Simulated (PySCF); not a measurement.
## Level of theory and gas-phase deprotonation enthalpies: ethane

Structure: `CC` (C2H6). Non-hydrogen atoms are numbered in `[CH3:1][CH3:2]`.

All levels share the PBE0-D3(BJ)/ma-def2-SVP structures and the PBE0-D3(BJ)/ma-def2-SVP thermal terms; only the single-point energies (PySCF) change. Values are gas-phase deprotonation enthalpies (298 K, kJ/mol).

| level | C1 | abs. error | time |
| --- | --- | --- | --- |
| MP2/ma-def2-TZVP | 1750 | 8.8 | 2.7 s |
| PBE0-D3(BJ)/ma-def2-TZVP | 1759 | 0.1 | – |
| CCSD(T)/ma-def2-TZVP | 1759 | 0.5 | 31 s |
| HF/ma-def2-TZVP | 1793 | 34.6 | 0.6 s |
| ATcT 1.112 | 1758 |  |  |

Times are wall times for all single points of a level on 1 thread of Intel Xeon Platinum 8488C, a shared host; the dash marks the run that also made the structures.

Hartree-Fock leaves out electron correlation, so its deprotonation energies can be off by tens of kJ/mol.

The spread: 43 kJ/mol, from 1750 to 1793.

Note: `[CH2-]C` holds its electron weakly or not at all, so its value hangs on the basis.
